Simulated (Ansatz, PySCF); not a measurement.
Species: C3H3, charge 0, doublet. C3H3 (SMILES [C]#CC, doublet).
B3LYP-D3(BJ)/def2-TZVP minimum from Ansatz (a quantum-chemistry and plane-wave program):
```xyz
6

C      0.1102     0.0659     0.3263
C     -0.1374    -0.0523     1.5446
C      0.0300    -0.0005    -1.1193
H      0.0061     0.9982    -1.5605
H      0.8683    -0.5625    -1.5367
H     -0.8913    -0.5141    -1.4127
```
Charge 0, spin multiplicity 2.

Atomisation energy term by term, kcal/mol (programs: Ansatz). Open shells are spin-unrestricted; no spin-orbit coupling. Correlated methods leave the cores frozen. Rows without X2C or -DK are non-relativistic. CBS(X,Y): correlation extrapolated as X^-3, Hartree-Fock from the larger set. A bracket is a step between two methods taken in the basis named. 'core' is core correlation in cc-pwCVTZ, 'X2C' scalar relativity in cc-pVTZ-DK, both at CCSD(T). Where a partner has so few electrons that a lower coupled-cluster level is exact, that level stands in. The UHF reference of C3H3 ([C]#CC, doublet) is spin-contaminated (<S^2> up to 0.09 over the pure value in the sets run). The determinant of C3H3 ([C]#CC, doublet) is a saddle point of the SCF energy; a lower one exists, which strains HF and MP2.

```tsv
term	basis	kcal/mol
Hartree-Fock	cc-pVQZ	405.82
CCSD correlation	CBS(cc-pVTZ,cc-pVQZ)	143.88
(T)	CBS(cc-pVTZ,cc-pVQZ)	12.36
CCSDT(Q) - CCSD(T)	cc-pVDZ	1.06
core correlation	cc-pwCVTZ	2.95
scalar relativity	X2C, cc-pVTZ-DK	-0.45
minus zero-point energy	Hessian by PySCF at B3LYP-D3(BJ)/def2-TZVP	-26.07
sum: D0		539.6
```
